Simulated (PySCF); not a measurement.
## Atomic charges against the basis set

Species: FH5Si2.
Geometry (PBE0-D3(BJ)/def2-SVP, Å), atoms numbered from 1 in this order:
```xyz
8
FH5Si2 angstrom
F      1.8748    0.2089    1.3190
Si     1.2134   -0.0082   -0.1580
Si    -1.1162    0.1077    0.0536
H      1.6506   -1.3397   -0.6728
H      1.7343    1.0600   -1.0617
H     -1.5207    1.4450    0.5828
H     -1.6030   -0.9576    0.9811
H     -1.7359   -0.0941   -1.2934
```

PBE0 throughout (PySCF), one geometry, spherical d and f functions. Geometry: PBE0-D3(BJ)/def2-SVP; no solvent, vibrations or thermal averaging. Atoms taken as equivalent share a column and are averaged.

Mulliken charges (e):

```csv
basis,functions,F1,Si2,Si3,H4/H5,H6/H7/H8
STO-3G,28,-0.244,+0.508,+0.331,-0.127,-0.113
6-31G,45,-0.472,+0.760,+0.177,-0.122,-0.073
pcSseg-0,45,-0.501,+0.684,-0.040,-0.067,-0.003
6-31G*,60,-0.413,+0.638,+0.065,-0.085,-0.041
def2-SVP,75,-0.359,+0.551,+0.100,-0.081,-0.043
cc-pVDZ,75,-0.332,+0.495,+0.035,-0.064,-0.023
pcSseg-1,90,-0.437,+0.688,+0.112,-0.102,-0.053
aug-cc-pVDZ,122,-0.604,+0.193,-0.791,+0.242,+0.239
"6-311+G(2d,p)",127,-0.454,+0.551,+0.130,-0.055,-0.039
def2-TZVP,135,-0.333,+0.404,-0.005,-0.027,-0.004
cc-pVTZ,168,-0.303,+0.428,+0.017,-0.048,-0.015
IGLO-III,173,-0.492,+0.792,+0.471,-0.169,-0.144
```

IAO charges (e):

```json
{"basis": "STO-3G", "functions": "28", "F1": "-0.366", "Si2": "+0.633", "Si3": "+0.361", "H4/H5": "-0.131", "H6/H7/H8": "-0.122"}
{"basis": "6-31G", "functions": "45", "F1": "-0.502", "Si2": "+0.684", "Si3": "+0.134", "H4/H5": "-0.086", "H6/H7/H8": "-0.048"}
{"basis": "pcSseg-0", "functions": "45", "F1": "-0.482", "Si2": "+0.664", "Si3": "+0.071", "H4/H5": "-0.080", "H6/H7/H8": "-0.031"}
{"basis": "6-31G*", "functions": "60", "F1": "-0.525", "Si2": "+0.800", "Si3": "+0.231", "H4/H5": "-0.125", "H6/H7/H8": "-0.085"}
{"basis": "def2-SVP", "functions": "75", "F1": "-0.523", "Si2": "+0.795", "Si3": "+0.240", "H4/H5": "-0.126", "H6/H7/H8": "-0.087"}
{"basis": "cc-pVDZ", "functions": "75", "F1": "-0.524", "Si2": "+0.786", "Si3": "+0.232", "H4/H5": "-0.121", "H6/H7/H8": "-0.084"}
{"basis": "pcSseg-1", "functions": "90", "F1": "-0.534", "Si2": "+0.805", "Si3": "+0.243", "H4/H5": "-0.126", "H6/H7/H8": "-0.087"}
{"basis": "aug-cc-pVDZ", "functions": "122", "F1": "-0.539", "Si2": "+0.791", "Si3": "+0.236", "H4/H5": "-0.119", "H6/H7/H8": "-0.083"}
{"basis": "6-311+G(2d,p)", "functions": "127", "F1": "-0.544", "Si2": "+0.813", "Si3": "+0.257", "H4/H5": "-0.127", "H6/H7/H8": "-0.091"}
{"basis": "def2-TZVP", "functions": "135", "F1": "-0.545", "Si2": "+0.825", "Si3": "+0.261", "H4/H5": "-0.130", "H6/H7/H8": "-0.093"}
{"basis": "cc-pVTZ", "functions": "168", "F1": "-0.541", "Si2": "+0.814", "Si3": "+0.248", "H4/H5": "-0.127", "H6/H7/H8": "-0.089"}
{"basis": "IGLO-III", "functions": "173", "F1": "-0.545", "Si2": "+0.819", "Si3": "+0.260", "H4/H5": "-0.128", "H6/H7/H8": "-0.092"}
```

Hirshfeld charges (e):

```
        basis  functions      F1     Si2     Si3   H4/H5  H6/H7/H8
       STO-3G         28  -0.168  +0.357  +0.239  -0.092    -0.082
        6-31G         45  -0.240  +0.345  +0.192  -0.062    -0.057
     pcSseg-0         45  -0.236  +0.372  +0.199  -0.074    -0.063
       6-31G*         60  -0.204  +0.327  +0.198  -0.068    -0.062
     def2-SVP         75  -0.203  +0.341  +0.219  -0.075    -0.069
      cc-pVDZ         75  -0.198  +0.330  +0.213  -0.073    -0.066
     pcSseg-1         90  -0.213  +0.345  +0.217  -0.073    -0.068
  aug-cc-pVDZ        122  -0.218  +0.340  +0.213  -0.070    -0.065
6-311+G(2d,p)        127  -0.220  +0.344  +0.217  -0.071    -0.066
    def2-TZVP        135  -0.209  +0.335  +0.212  -0.071    -0.066
      cc-pVTZ        168  -0.204  +0.333  +0.210  -0.071    -0.066
     IGLO-III        173  -0.211  +0.336  +0.212  -0.070    -0.065
```

ESP-fitted charges (e):

```json
{"basis": "STO-3G", "functions": "28", "F1": "-0.182", "Si2": "+0.416", "Si3": "+0.095", "H4/H5": "-0.098", "H6/H7/H8": "-0.044"}
{"basis": "6-31G", "functions": "45", "F1": "-0.373", "Si2": "+0.627", "Si3": "+0.041", "H4/H5": "-0.106", "H6/H7/H8": "-0.028"}
{"basis": "pcSseg-0", "functions": "45", "F1": "-0.362", "Si2": "+0.706", "Si3": "-0.021", "H4/H5": "-0.136", "H6/H7/H8": "-0.017"}
{"basis": "6-31G*", "functions": "60", "F1": "-0.258", "Si2": "+0.464", "Si3": "+0.071", "H4/H5": "-0.087", "H6/H7/H8": "-0.034"}
{"basis": "def2-SVP", "functions": "75", "F1": "-0.271", "Si2": "+0.503", "Si3": "+0.049", "H4/H5": "-0.097", "H6/H7/H8": "-0.028"}
{"basis": "cc-pVDZ", "functions": "75", "F1": "-0.263", "Si2": "+0.467", "Si3": "+0.032", "H4/H5": "-0.086", "H6/H7/H8": "-0.021"}
{"basis": "pcSseg-1", "functions": "90", "F1": "-0.296", "Si2": "+0.541", "Si3": "+0.094", "H4/H5": "-0.106", "H6/H7/H8": "-0.042"}
{"basis": "aug-cc-pVDZ", "functions": "122", "F1": "-0.258", "Si2": "+0.429", "Si3": "+0.029", "H4/H5": "-0.074", "H6/H7/H8": "-0.017"}
{"basis": "6-311+G(2d,p)", "functions": "127", "F1": "-0.272", "Si2": "+0.459", "Si3": "+0.026", "H4/H5": "-0.080", "H6/H7/H8": "-0.018"}
{"basis": "def2-TZVP", "functions": "135", "F1": "-0.257", "Si2": "+0.449", "Si3": "+0.039", "H4/H5": "-0.083", "H6/H7/H8": "-0.022"}
{"basis": "cc-pVTZ", "functions": "168", "F1": "-0.250", "Si2": "+0.440", "Si3": "+0.046", "H4/H5": "-0.082", "H6/H7/H8": "-0.024"}
{"basis": "IGLO-III", "functions": "173", "F1": "-0.245", "Si2": "+0.403", "Si3": "+0.043", "H4/H5": "-0.070", "H6/H7/H8": "-0.020"}
```

Q: Which scheme is steadiest as the basis changes?

A: Largest range over the bases for any column: Hirshfeld 0.07 e, IAO 0.29 e, ESP-fitted 0.30 e, Mulliken 1.26 e. Hirshfeld charges move least and Mulliken charges most, counted in e. Without the minimal STO-3G basis the ranges are Hirshfeld 0.05, IAO 0.19, ESP-fitted 0.30, Mulliken 1.26 e.

Q: How much do the charges still move between the two largest bases, cc-pVTZ and IGLO-III?

A: At most, over all atoms: Mulliken 0.454 e, IAO 0.012 e, Hirshfeld 0.007 e, ESP-fitted 0.037 e.

Q: What do the same runs give for the total energy, the frontier levels and the dipole moment?

A: 
```csv
basis,energy (Eh),HOMO (eV),LUMO (eV),μ (D)
STO-3G,-673.3551,-4.66,6.21,0.66
6-31G,-681.3959,-8.53,-0.23,2.09
pcSseg-0,-680.5770,-8.78,-0.42,1.79
6-31G*,-681.4850,-8.31,-0.32,1.36
def2-SVP,-681.2612,-8.42,-0.38,1.39
cc-pVDZ,-681.5207,-8.35,-0.37,1.40
pcSseg-1,-681.4986,-8.51,-0.53,1.50
aug-cc-pVDZ,-681.5366,-8.44,-0.74,1.46
"6-311+G(2d,p)",-681.5834,-8.47,-0.79,1.50
def2-TZVP,-681.5971,-8.42,-0.69,1.37
cc-pVTZ,-681.5934,-8.41,-0.60,1.32
IGLO-III,-681.5984,-8.45,-0.60,1.39
```

The dipole is fixed by the density alone, so its range of 1.43 D shows that the density itself changes with the basis, not only its division among atoms.
